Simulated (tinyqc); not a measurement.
Inside a calculation. Method: extended Hueckel theory, for SiH2. One step of it, computed by the program tinyqc.

Question. Wolfsberg-Helmholz matrix. H_ij = K' S_ij (H_ii + H_jj)/2 for i != j (the diagonal keeps H_ii), with K' = 1.75.

overlap S:
```
           1Si 3s   1Si 3px    1Si 3py   1Si 3pz     2H 1s      3H 1s
1Si 3s   1.000000  0.000000   0.000000  0.000000  0.420692   0.420692
1Si 3px  0.000000  1.000000   0.000000  0.000000  0.000000   0.000000
1Si 3py  0.000000  0.000000   1.000000  0.000000  0.479710  -0.479710
1Si 3pz  0.000000  0.000000   0.000000  1.000000  0.217820   0.217820
2H 1s    0.420692  0.000000   0.479710  0.217820  1.000000   0.031860
3H 1s    0.420692  0.000000  -0.479710  0.217820  0.031860   1.000000
```

diagonal H_ii (eV): 1Si 3s -17.300000, 1Si 3px -9.200000, 1Si 3py -9.200000, 1Si 3pz -9.200000, 2H 1s -13.600000, 3H 1s -13.600000

K = 1.750000

Give: H.

Answer.

H (eV):
```
          1Si 3s  1Si 3px  1Si 3py  1Si 3pz    2H 1s    3H 1s
1Si 3s   -17.300    0.000    0.000    0.000  -11.374  -11.374
1Si 3px    0.000   -9.200    0.000    0.000    0.000    0.000
1Si 3py    0.000    0.000   -9.200    0.000   -9.570    9.570
1Si 3pz    0.000    0.000    0.000   -9.200   -4.346   -4.346
2H 1s    -11.374    0.000   -9.570   -4.346  -13.600   -0.758
3H 1s    -11.374    0.000    9.570   -4.346   -0.758  -13.600
```
